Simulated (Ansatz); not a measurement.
We consider hcp Hf, described by PBE-D3(BJ) (Ansatz, a first-principles code, PAW).

Settings: plane-wave cutoff 520 eV, 18×18×12 k mesh (along the axes of the cell as run), Fermi–Dirac smearing 0.05 eV, scalar-relativistic PAW data made under PBE.

The volume scan:

| V (Å³/atom) | E − E_lowest (meV/atom) |
|---|---|
| 20.969 | 12.97 |
| 21.406 | 3.15 |
| 21.843 | 0.00 |
| 22.280 | 2.96 |
| 22.717 | 11.52 |

Task: Fit the third-order Birch–Murnaghan equation and give B0 and B′.

Result: V0 = 21.843 Å³/atom, B0 = 112 GPa, B′ = 3.4 (fit to the energies at full precision).

Shape and atoms are relaxed at each volume.

Measured, for comparison: bulk modulus 110 GPa (zero-point energy and finite temperature contributions removed; as tabulated in doi:10.1021/acs.jctc.3c00612). Computed (rounded) less measured: bulk modulus +2 %.

Note: the bulk modulus comes from volumes at which shape and atoms were relaxed.

Spin–orbit coupling is not included.

Static lattice: no zero-point or thermal effects.
